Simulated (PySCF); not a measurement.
Simulated outer-valence photoelectron spectrum of `C#CC(Cl)(Cl)Cl`. Method used: EOM-IP-CCSD/aug-cc-pVDZ in PySCF, restricted Hartree–Fock reference, 18 core orbitals frozen, non-relativistic, gas phase, PBE0-D3(BJ)/def2-SVP geometry.

Each root has a Gaussian of 0.5 eV full width with its one-hole share as area; cross sections and vibrations are left out, and the highest printed point is 100.

(ionisation energy (eV), intensity): (10.4, 0), (10.5, 1), (10.6, 4), (10.7, 11), (10.8, 27), (10.9, 52), (11.0, 81), (11.1, 100), (11.2, 100), (11.3, 81), (11.4, 56), (11.5, 39), (11.6, 38), (11.7, 53), (11.8, 75), (11.9, 92), (12.0, 93), (12.1, 79), (12.2, 56), (12.3, 34), (12.4, 17), (12.5, 7), (12.6, 2), (12.7, 1), (12.8, 0)

**Question.** Where are the maxima, and how many lines lie under the curve?

**Answer.** 2 maxima, at 11.2 and 12.0 eV, from 4 lines (6 roots with degenerate partners counted). At this width some lines have no maximum of their own.

**Question.** List the lines with their holes.

**Answer.** 
```tsv
E (eV)	leading hole (HF orbital)	area	Koopmans (eV)
11.13	HOMO/HOMO-1	1.92	11.53
11.19	HOMO-2	0.95	12.31
11.90	HOMO-3/HOMO-4	1.91	12.80
12.09	HOMO-5	0.95	13.29
```

The widest gap, 0.71 eV, lies between 11.19 and 11.90 eV. Only orbitals with −ε under 21 eV, eight at most, were ionised, so the high end of the curve may lack lines.
